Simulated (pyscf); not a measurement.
Four-centre exchange: H₃C–ZnH + HF → H₃C–Zn–F + H₂

Gas phase, singlet surface, charge 0. Bonds broken: Zn2–H6, F7–H8. Bonds formed: Zn2–F7, H6–H8. Optimised with ωB97X-D3(BJ)/def2-SVP in PySCF.

Transition state (Å):

```xyz
8

C      0.1167     0.8193    -0.6350
Zn    -0.4363    -0.4538     0.7198
H      0.9049     1.4888    -0.2551
H     -0.7295     1.4482    -0.9558
H      0.5094     0.3007    -1.5242
H     -0.9963    -0.7717     2.4139
F     -0.7431    -2.3999     1.0384
H     -0.9568    -1.6871     1.9717
```

One imaginary mode, 932i cm⁻¹; descent along it reached the two sides named, in the forms told below.

```csv
bond,change,reactant side (Å),saddle,product side
Zn2–H6,breaks,1.584,1.812,3.4
F7–H8,breaks,0.940,1.194,2.247
Zn2–F7,forms,2.413,1.996,1.759
H6–H8,forms,1.768,1.017,0.763
```

Electronic energies relative to the separated reactants (eV):

```tsv
level	barrier	reaction energy	reverse barrier
ωB97X-D3(BJ)/def2-TZVP	0.29	-0.79	1.08
PBE/def2-TZVP	0.16	-0.78	0.94
r²SCAN/def2-TZVP	0.13	-0.85	0.98
B3LYP-D3(BJ)/def2-TZVP	0.29	-0.81	1.09
PBE0-D3(BJ)/def2-TZVP	0.25	-0.71	0.96
M06-2X/def2-TZVP	0.20	-0.86	1.06
ωB97M-D3(BJ)/def2-TZVP	0.34	-0.72	1.06
HF/def2-TZVP	0.74	-0.72	1.45
```

With ωB97M-D3(BJ)/def2-TZVP energies and thermal terms (ideal gas, 1 atm, RRHO with modes under 100 cm⁻¹ raised to 100, one conformer, R ln 2 for chiral ones without a mode under 150 cm⁻¹), in eV:

| T (K) | ΔH‡ | ΔG‡ | ΔH | ΔG |
|---|---|---|---|---|
| 298 | 0.29 | 0.65 | -0.79 | -0.73 |
| 600 | 0.27 | 1.03 | -0.76 | -0.69 |
| 900 | 0.28 | 1.40 | -0.75 | -0.66 |
| 1200 | 0.30 | 1.77 | -0.74 | -0.63 |

On the reactant side the descent ends in a complex, 0.20 eV under the separated species and 0.49 eV under the saddle at ωB97X-D3(BJ)/def2-TZVP. At the saddle there is also a short H–Zn contact that neither side keeps. This is the saddle that the search found; another between the same sides may lie lower. Elements up to Kr have no core potential and no relativistic terms here.
